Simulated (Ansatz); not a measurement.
We consider litharge PbO, described by r²SCAN+SOC (plane waves, PAW; Ansatz, a program for electronic structure).

Numerical settings: plane-wave cutoff 560 eV, 8×8×8 k mesh, Fermi–Dirac smearing 0.01 eV, PAW data made under PBE.

Cell (measured lattice):

```xyz
4
Lattice="3.9750 0.0000 0.0000 0.0000 3.9750 0.0000 0.0000 0.0000 5.0230" Properties=species:S:1:pos:R:3 pbc="T T T"
Pb     1.9875     0.0000     3.8336
Pb     0.0000     1.9875     1.1894
O      1.9875     1.9875     0.0000
O      0.0000     0.0000     0.0000
```

Q: What does this level give for the band gap, smallest direct gap on the k points sampled and Γ–Γ gap?

A: 
* **band gap**: 1.46 eV (indirect)
* **smallest direct gap on the k points sampled**: 2.58 eV
* **Γ–Γ gap**: 2.62 eV

Note: cell and atoms aren't relaxed at this level (largest force component 0.05 eV/Å, pressure 0.8 GPa).

The result took very roughly 3 core-minutes.
